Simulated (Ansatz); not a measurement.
From input file to script: H₄N (charge +1), SMILES [NH4+] in Ansatz 0.2.0.

```yaml
crystal:
  periodic: [false, false, false]
  atoms:
    - { symbol: "N", position_ang: [8.0e-05, 5.0e-05, -1.0e-05] }
    - { symbol: H, position_ang: [0.45587, -0.45072, 0.80565] }
    - { symbol: H, position_ang: [-0.9779, 0.21754, 0.23655] }
    - { symbol: H, position_ang: [0.02408, -0.63735, -0.80822] }
    - { symbol: H, position_ang: [0.49788, 0.87048, -0.23397] }
basis:
  gaussian: { orbitals: cc-pVTZ }
hamiltonian:
  xc: pbe0
total_charge: 1.0
output:
  forces: true
```

The program run on that file:
```console
$ ansatz run input.yaml --threads 1 --pin off --max-ram 4096MiB --backend cpu --events-out ev --progress --plain --runs-dir out
Engine: ansatz 0.2.0, aarch64-unknown-linux-gnu
Functional definition: PBE0
  parameter a = 0.25
  parameter kappa = 0.804
  parameter beta = 0.06672455060314922
  exchange = (1 - a)*pbe_x(kappa = kappa, mu = beta*pi^2/3) + a*exact_x
  correlation = pbe_c(beta = beta)
418 factors; their error is unknown
mean field evaluation 1: about -1535.0312 eV, gradient 8.6e1 eV
mean field evaluation 2: about -1531.3536 eV, gradient 8.7e1 eV
mean field evaluation 4: about -1547.1003 eV, gradient 1.1e-1 eV
mean field evaluation 8: about -1547.0956 eV, gradient 2.3e-1 eV
mean field -1547.09564362 eV, -56.8547162438 hartree, gradient 7.4e-5 eV, S^2 0.000000; 0 other end points of the search recorded, 0 dependent functions left out
the calculation of the forces begins
reference -1547.09565968 eV, -56.8547168342 hartree; 5, 5 occupied and 81, 81 virtual orbitals, 418 factors
Total energy: -1547.09565968 eV, -56.8547168342 hartree
Atom 0 at     0.000080     0.000050    -0.000010 Å, force     0.003632    -0.000701    -0.001819 eV/Å
Atom 1 at     0.455870    -0.450720     0.805650 Å, force    -0.127839     0.130888    -0.227748 eV/Å
Atom 2 at    -0.977900     0.217540     0.236550 Å, force     0.270849    -0.061784    -0.065625 eV/Å
Atom 3 at     0.024080    -0.637350    -0.808220 Å, force    -0.006804     0.183368     0.228006 eV/Å
Atom 4 at     0.497880     0.870480    -0.233970 Å, force    -0.139838    -0.251770     0.067186 eV/Å
Dipole moment:    -0.000048    -0.000042     0.000001 e Å
```

Script `h4n_energy.py`:
```python
"""Single point of H4N(+) in a Gaussian basis."""

import json

import ansatz as az
import numpy as np

BASIS = "cc-pVTZ"
XC = "pbe0"
CHARGE = 1


def main() -> None:
    geometry_ang = [
        ("N", (8e-05, 5e-05, -1e-05)),
        ("H", (0.45587, -0.45072, 0.80565)),
        ("H", (-0.9779, 0.21754, 0.23655)),
        ("H", (0.02408, -0.63735, -0.80822)),
        ("H", (0.49788, 0.87048, -0.23397)),
    ]
    geometry = az.Crystal.molecule()
    for symbol, xyz in geometry_ang:
        geometry = geometry.atom(symbol, xyz)

    model = (
        geometry.calculation()
        .basis(gaussian=BASIS)
        .functional(XC)
        .charge(CHARGE)
        .forces()
    )
    trace = []
    out = model.session().plan().execute(on_event=trace.append)
    r = out.report
    for event in trace:
        if event["event"] == "mean_field_evaluation" and event["data"]["evaluation"] <= 25:
            print("pass {evaluation:3d}  E = {energy_ev:.6f} eV  gradient {gradient_ev:.1e}".format(**event["data"]))

    for key in ("converged", "free_energy_ev", "reference_energy_ev", "n_frozen", "n_occupied", "n_virtual"):
        print(f"{key:22s} {r[key]}")

    symbols = [site.symbol for site in geometry.cartesian_sites]
    forces = np.array(r["forces_ev_ang"])
    print("largest force", round(float(np.linalg.norm(forces, axis=1).max()), 4), "eV/A, rms", round(float(np.sqrt((forces ** 2).mean())), 4))

    charges = r["charge_distribution"]
    print("dipole moment", round(4.803205 * float(np.linalg.norm(charges["dipole_moment_e_ang"])), 3), "D")
    print("Mulliken:", [(s, round(q, 3)) for s, q in zip(symbols, charges["mulliken_charges_e"])])
    with open("h4n.json", "w") as handle:
        json.dump({k: r[k] for k in ("free_energy_ev", "reference_energy_ev", "n_occupied", "n_virtual")}, handle, indent=1)


if __name__ == "__main__":
    main()
```

Running `python h4n_energy.py` prints:
```text
pass   1  E = -1535.031241 eV  gradient 8.6e+01
pass   2  E = -1531.353624 eV  gradient 8.7e+01
pass   3  E = -1547.041152 eV  gradient 5.4e+00
pass   4  E = -1547.100342 eV  gradient 1.1e-01
pass   5  E = -1547.100459 eV  gradient 1.1e-01
pass   6  E = -1547.100037 eV  gradient 1.1e-01
pass   7  E = -1547.100050 eV  gradient 7.2e-03
pass   8  E = -1547.095595 eV  gradient 2.3e-01
pass   9  E = -1547.095644 eV  gradient 2.0e-02
pass  10  E = -1547.095644 eV  gradient 1.0e-03
pass  11  E = -1547.095644 eV  gradient 2.8e-03
pass  12  E = -1547.095644 eV  gradient 7.4e-05
pass  13  E = -1547.095644 eV  gradient 7.4e-05
pass  14  E = -1547.095644 eV  gradient 7.4e-05
converged              True
free_energy_ev         -1547.0956596819126
reference_energy_ev    -1547.0956596819126
n_frozen               0
n_occupied             [5, 5]
n_virtual              [81, 81]
largest force 0.2957 eV/A, rms 0.1505
dipole moment 0.0 D
Mulliken: [('N', 0.05), ('H', 0.238), ('H', 0.237), ('H', 0.238), ('H', 0.238)]
```

Notes:
- Total energies depend on the basis set; only differences at equal settings carry meaning.
- The geometry is a force-field or estimated start, not a minimum of this method, and the basis set is short of its limit.
- An ion's dipole depends on the origin; the program takes it about the centre of nuclear charge.
- Early passes use coarser integrals and grids, so their energies can't be compared with the last.
- The whole script took 1.3 s on 1 thread of Arm Neoverse V1, with other jobs on the host, peak memory 0.18 GiB.

(Lines on the test bed's own set-up are left out of the output.)
